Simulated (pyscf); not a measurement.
PySCF, gas phase, ωB97X-D3(BJ)/def2-SVP geometries.

**Question.** H₃C–AlH–CH₃ (SMILES [CH3][AlH][CH3]) + HO–SiH₃ (SMILES O[SiH3]) -> H₃C–Al(CH₃)–O–SiH₃ (SMILES [CH3][Al]([CH3])[O][SiH3]) + H₂ (SMILES [H][H])
Surface: singlet. Broken: Al–H, H–O. Formed: Al–O, H–H. Give ΔE‡ and ΔE from ωB97M-D3(BJ)/def2-TZVP, relative to the separated reactants.

**Answer.** ΔE‡ = -0.35 eV, ΔE = -1.57 eV. Zero-point energy shifts the barrier by -0.01 eV. It is a four-centre exchange, with an imaginary mode of 1230i cm⁻¹. On the reactant side the descent ends in an adduct with a Al–O contact, 0.90 eV under the separated species and 0.47 eV under the saddle at ωB97X-D3(BJ)/def2-TZVP. At ωB97M-D3(BJ) the saddle lies under the separated reactants, which points to a path from their complex (located at ωB97X-D3(BJ) alone). What is counted as formed (Al–O) is already present as a longer contact in the reactant adduct; forming that adduct is a step of its own. At the saddle there is also a short Al–H contact that neither side keeps. One saddle was located; it need not be the lowest between these sides.
